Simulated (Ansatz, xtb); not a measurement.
## Ranking isomers of FH2NSi

3 gas-phase structures of FH2NSi, found in a search over its isomers (lower ones may exist). Each was relaxed with GFN2-xTB:

A. `[H]/N=[SiH]\F`, a singlet
B. `N[Si]F`, a singlet
C. `N[Si]F`, a triplet

Make a reasoned guess at their ranking by r2SCAN-D4/def2-SVP single-point energy.

Calculated order at r2SCAN-D4/def2-SVP: B (0.000), A (1.053), C (2.497) eV.

Energies above the lowest of each column, in eV; the last columns are at PBE0-D3(BJ)/pcseg-1 geometries (a dash: not run or not comparable):

| structure | GFN2-xTB | HF/STO-3G | r2SCAN-D4/def2-SVP | PBE0-D3(BJ)/pcseg-1 | CCSD(T)/def2-TZVPP |
| --- | --- | --- | --- | --- | --- |
| B | 0.513 | 0.000 | 0.000 | 0.000 | 0.000 |
| A | 0.000 | 2.661 | 1.053 | 1.107 | 0.999 |
| C | – | 2.716 | 2.497 | 2.567 | 2.749 |

CCSD(T)/def2-TZVPP puts B lowest; GFN2-xTB picks A. Flexible structures stand in one conformer each, not always the lowest. GFN2-xTB has no spin polarisation and isn't compared across spin states. Open shells are spin-unrestricted.

Programs: Ansatz 0.2.0, xtb 6.7.1.
